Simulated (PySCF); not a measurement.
## Computed NMR parameters against published values

Bonds (- single, = double, # triple, : aromatic): none between heavy atoms. F1 carries H2.

What is known from experiment: σ 19F F1 409.6; σ 1H H2 28.64 ppm (measured; gas; G. L. Stoychev, PhD thesis, Univ. Bonn 2021 (Stoychev, Auer, Izsak, Neese, JCTC 2018, 14, 619)).
σ 19F F1 409.6 ppm (measured; gas, 300 K; M. E. Harding, PhD thesis, Mainz 2008 (Harding, Lenhart, Auer, Gauss, JCP 2008, 128, 244111)).
δ 19F F1 -204.0 ppm (measured; solution, water; University of Colorado NMR facility, 19F NMR Reference Standards).
δ 1H H2 2.10 ppm (measured; gas or nonpolar solvent (not told per row); T. W. Keal, PhD thesis, Durham 2005). Coupling constants: 1J(F1,H2) 499.8 Hz, 1J(F1,H2) 538.0 Hz.

Computed data (PySCF 2.14): GIAO CAM-B3LYP/pcSseg-2 shieldings, geometry: PBE0-D3(BJ)/def2-SVP, B3LYP/pcJ-1 coupling constants. Gas phase, a single conformation, relativity neglected.

(1) How close does the calculation come?

(2) How far are the unscaled 19F shieldings from the references?

## Answers

(1) 
Reference values: measured (gas; G. L. Stoychev, PhD thesis, Univ. Bonn 2021 (Stoychev, Auer, Izsak, Neese, JCTC 2018, 14, 619)).
| atoms | quantity | reference | computed |
| --- | --- | --- | --- |
| F1 | σ 19F | 409.6 | 412.4 |
| H2 | σ 1H | 28.64 | 29.02 |

Reference values: measured (gas, 300 K; M. E. Harding, PhD thesis, Mainz 2008 (Harding, Lenhart, Auer, Gauss, JCP 2008, 128, 244111)).
| atoms | quantity | reference | computed |
| --- | --- | --- | --- |
| F1 | σ 19F | 409.6 | 412.4 |

Reference values: measured (solution, water; University of Colorado NMR facility, 19F NMR Reference Standards).
```tsv
atoms	quantity	reference	computed
F1	δ 19F vs CFCl3	-204.0	-226.4
```

Reference values: measured (gas or nonpolar solvent (not told per row); T. W. Keal, PhD thesis, Durham 2005).
| atoms | quantity | reference | computed |
| --- | --- | --- | --- |
| H2 | δ 1H vs CH4 | 2.10 | 2.01 |

Absolute shieldings are compared as such; zero-point and thermal motion, absent here, lowers them by some tenths of a ppm for H, a few ppm for C and up to about 10 ppm for F.

Computed shifts are σ(ref) − σ with the named reference compound (TMS for H and C) calculated as an isolated molecule at the same level.

Coupling constants in Hz:
| coupling | reference | computed | source |
| --- | --- | --- | --- |
| 1J(F1,H2) | 499.8 | 364.8 | measured; Green and Yates, arXiv:1403.0524 (values compiled by Lantto, Vaara, Helgaker 2002) |
| 1J(F1,H2) | 538.0 | 364.8 | experiment minus calculated vibrational correction (empirical equilibrium); gas (equilibrium); T. W. Keal, PhD thesis, Durham 2005 (values of Ruden, Lutnaes, Helgaker, Ruud 2003) |

(2) Mean signed difference +2.80 ppm, mean absolute 2.80 ppm over 2 comparisons; the largest is +2.8 ppm at F1 (fluorine bonded to H).

7 of the 29 published NMR values on file for this molecule are compared. The rest: values from further sources, other calculations.
